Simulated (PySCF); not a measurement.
Dissociation curve of C₂H₆, SMILES CC. The C1–H8 bond (C1 also carries C, H, H; H8 carries nothing else) is stretched with both fragments frozen at the PBE0/def2-TZVP optimised geometry.

Computed with unrestricted PBE0/def2-TZVP run with PySCF.

Relative to R = 1.09 Å, what are the energies at R = 0.82, 1.14, 2.42, 3.25 Å?

50.4 kcal/mol at 0.82 Å, 0.8 kcal/mol at 1.14 Å, 103.0 kcal/mol at 2.42 Å, 110.8 kcal/mol at 3.25 Å.

The unrestricted determinant behind UKS-PBE0 is spin-contaminated at 2.19 to 3.25 Å (<S²> up to 1.0, against 0.00 for a pure singlet).
